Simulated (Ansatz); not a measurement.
# BH8NSi: the cost of one run

Program: Ansatz 0.2.0, Gaussian basis. Level of theory: PBE0-D4, def2-SVP first, then def2-TZVP. These are calculated values, not measurements.

152 further runs of the same task are left out: 152 set aside as unsound or not needed.

## 1. Where the work starts

The guess: 11 atoms, charge 0, spin multiplicity 1.

Atoms are counted from 1 here; the program's logs count them from 0.

Bond lengths: B1–N2 1.622 Å, B1–H3 1.184 Å, B1–H4 1.184 Å, B1–H5 1.343 Å, B1–Si6 2.193 Å, N2–H7 1.006 Å, N2–H8 1.005 Å, Si6–H9 1.471 Å, Si6–H10 1.471 Å, Si6–H11 1.464 Å. Angles: N2–B1–H3 110.6°, N2–B1–H4 110.7°, N2–B1–H5 52.7°, N2–B1–Si6 110.0°, H3–B1–H4 115.4°, H3–B1–H5 122.0°, H3–B1–Si6 104.9°, H4–B1–H5 122.4°, H4–B1–Si6 104.8°, H5–B1–Si6 57.3°, B1–N2–H7 116.3°, B1–N2–H8 116.3°, H7–N2–H8 111.3°, B1–Si6–H9 119.5°, B1–Si6–H10 119.0°, B1–Si6–H11 100.4°, H9–Si6–H10 105.2°, H9–Si6–H11 105.4° and more.

Coordinates:

```tsv
atom	x (Å)	y (Å)	z (Å)
B1	-0.73680	-0.35310	-0.21900
N2	-0.96160	1.17550	-0.71400
H3	-0.73690	-1.09370	-1.14220
H4	-1.49140	-0.62590	0.65110
H5	0.13070	0.66780	-0.12640
Si6	1.25360	-0.56600	0.67630
H7	-1.65130	1.70920	-0.21260
H8	-1.04230	1.31570	-1.70640
H9	2.44880	-0.38200	-0.16180
H10	1.55070	0.14040	1.93200
H11	1.23650	-1.98790	1.02310
```

Distances that are to change: B1–Si6 2.19 Å, N2–H5 1.34 Å, B1–N2 1.62 Å, H5–Si6 1.85 Å.

## 2. Relaxing the guess with the reacting distances held

Contents of hold/in.yaml:

```yaml
crystal:
  periodic: [false, false, false]
  atoms:
    - {symbol: B, position_ang: [-0.736800, -0.353100, -0.219000]}
    - {symbol: N, position_ang: [-0.961600, 1.175500, -0.714000]}
    - {symbol: H, position_ang: [-0.736900, -1.093700, -1.142200]}
    - {symbol: H, position_ang: [-1.491400, -0.625900, 0.651100]}
    - {symbol: H, position_ang: [0.130700, 0.667800, -0.126400]}
    - {symbol: Si, position_ang: [1.253600, -0.566000, 0.676300]}
    - {symbol: H, position_ang: [-1.651300, 1.709200, -0.212600]}
    - {symbol: H, position_ang: [-1.042300, 1.315700, -1.706400]}
    - {symbol: H, position_ang: [2.448800, -0.382000, -0.161800]}
    - {symbol: H, position_ang: [1.550700, 0.140400, 1.932000]}
    - {symbol: H, position_ang: [1.236500, -1.987900, 1.023100]}
basis:
  gaussian: {orbitals: def2-SVP}
hamiltonian: {xc: pbe0, dispersion: d4}
relax: {f_tol: 0.04, max_steps: 150, escape_saddle: false, constraints: [{distance: [0, 5]}, {distance: [1, 4]}, {distance: [0, 1]}, {distance: [4, 5]}]}
```

On the command line:

```console
ansatz run in.yaml --threads 2 --pin off --events-out ev --progress --plain --max-ram 4352MiB
```

**Question.** How long does this run take on 2 threads of Arm Neoverse V1, shared host?

About 9.5 s.
